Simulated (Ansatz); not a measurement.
This geometry of AlH₅N (7 atoms, charge 0, multiplicity 2) is a first-order saddle point.

Computed with UKS BHLYP-D4/def2-SVP in Ansatz.

```xyz
7
Properties=species:S:1:pos:R:3
Al -0.012 -0.003 0.540
H 0.386 -1.079 1.904
H 1.177 0.814 -0.088
H -1.458 -0.125 -0.070
N -0.029 0.101 2.465
H -0.819 -0.133 3.052
H 0.755 0.424 3.017
```

Which two structures does it join? (They come from a converged band through this point; their orientation in space is the band's.)

Bonds broken: Al1–H2. Bonds formed: H2–N5.

First end point:

```xyz
7
Properties=species:S:1:pos:R:3
Al -0.010 -0.002 0.666
H 0.521 -1.423 1.405
H 1.160 0.812 -0.014
H -1.447 -0.143 0.025
N -0.108 0.333 2.531
H -0.834 -0.072 3.113
H 0.719 0.495 3.095
```

Last end point:

```xyz
7
Properties=species:S:1:pos:R:3
Al -0.222 -0.175 0.262
H 0.896 -0.860 2.567
H 1.157 0.530 -0.141
H -1.530 0.744 0.310
N 0.107 -0.272 2.324
H -0.706 -0.626 2.817
H 0.298 0.659 2.682
```

How far does it lie above each of them?

50.7 kJ/mol above the first and 129.9 kJ/mol above the second. This is the barrier of this one path; another mechanism may lie lower.

Time of the run: 4.2 min on 1 thread of Arm Neoverse V2 (shared host), peak memory 0.13 GiB.
